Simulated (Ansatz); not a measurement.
C6H12 can be A, `C/C=C\CCC`, or B, `CC1CCCC1`.

Program: Ansatz. Geometries: PBE0-D4/def2-TZVP. ΔE: electronic, gas phase. CCSD(T)/CBS is the MP2 limit (def2-TZVPP, def2-QZVPP) plus CCSD(T) − MP2 in def2-TZVPP, frozen cores. Functionals use def2-TZVPP. B3LYP here is the variant with VWN-RPA as its local correlation; programs differ in this. One conformer a species, not always the lowest.

A:

Z-matrix (Å, degrees):
```
C
C 1 1.491
H 1 1.090 2 112.9
H 1 1.095 2 110.6 3 -120.9
H 1 1.095 2 110.8 3 121.2
C 2 1.330 1 127.5 3 0.1
H 2 1.088 1 115.2 3 -180.0
C 6 1.493 2 127.9 1 0.5
H 6 1.089 2 117.2 1 179.2
C 8 1.530 6 112.6 2 113.5
H 8 1.096 6 108.7 2 -126.0
H 8 1.094 6 111.0 2 -9.3
C 10 1.519 8 113.0 6 -66.8
H 10 1.096 8 109.1 6 55.5
H 10 1.095 8 108.9 6 171.0
H 13 1.094 10 110.9 8 -60.8
H 13 1.092 10 111.4 8 179.2
H 13 1.093 10 111.1 8 58.7
```

B:

Z-matrix (Å, degrees):
```
C
C 1 1.514
H 1 1.093 2 111.5
H 1 1.093 2 111.5 3 120.4
H 1 1.095 2 110.5 3 -119.8
C 2 1.526 1 114.7 3 61.1
C 2 1.526 1 114.7 3 178.5
H 2 1.099 1 109.0 3 -60.2
C 6 1.532 2 104.6 1 164.8
H 6 1.093 2 113.1 1 -71.7
H 6 1.097 2 108.5 1 47.0
C 7 1.532 2 104.7 1 -164.5
H 7 1.097 2 108.5 1 -46.6
H 7 1.093 2 113.1 1 72.0
H 9 1.093 6 110.3 2 93.6
H 9 1.092 6 112.0 2 -147.9
H 12 1.093 7 110.4 2 -94.7
H 12 1.092 7 111.9 2 146.9
```

(1) Which is lower in electronic energy at CCSD(T)/CBS, and by how much? (Best estimate.)

(2) Give E(B) − E(A) in kcal/mol with LDA (SPW92), MP2/def2-TZVPP, B3LYP, B2PLYP, ωB97M-V, BLYP-D4, B3LYP-D4. (An estimate is asked.)

Largest T1 diagnostic: 0.009.

Results:

(1) Ansatz gave: B, by 15.1 kcal/mol.

(2) The calculation gave: LDA (SPW92) -19.9, MP2/def2-TZVPP -17.4, B3LYP -10.4, B2PLYP -12.8, ωB97M-V -15.9, BLYP-D4 -8.8, B3LYP-D4 -11.4. None reverses the order clearly.

In def2-TZVPP, CCSD(T) changes the Hartree–Fock value by −3.7 kcal/mol (the triples alone add +0.2 kcal/mol) and MP2 by −5.7 kcal/mol. From PBE to PBE0 (25 % exact exchange), in def2-TZVPP and without D4, E(B) − E(A) moves by −3.1 kcal/mol.
